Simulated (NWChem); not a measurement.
Species: hydrogen chloride (HCl); SMILES Cl

Program: NWChem. Pople sets run with spherical d functions. Geometry: optimised at PBE-D3(BJ)/def2-SVP. Computed dipoles belong to the equilibrium geometry; the measured one is vibrationally averaged.

Measured dipole moment: 1.08 D (NIST CCCBDB, as tabulated in the package chemicals).

Problem. Which of these levels lies farthest from the measured value, and how do the others fare: B3LYP/3-21G; B3LYP/STO-3G; B3LYP/6-31G*; B3LYP/6-31+G*; B3LYP/6-311++G**; B3LYP/6-311G**?

Solution. B3LYP/3-21G.
```csv
level,dipole moment (D),computed − measured
B3LYP/STO-3G,1.66,+0.58
B3LYP/3-21G,1.76,+0.68
B3LYP/6-31G*,1.47,+0.39
B3LYP/6-31+G*,1.51,+0.43
B3LYP/6-311G**,1.43,+0.35
B3LYP/6-311++G**,1.41,+0.33
```
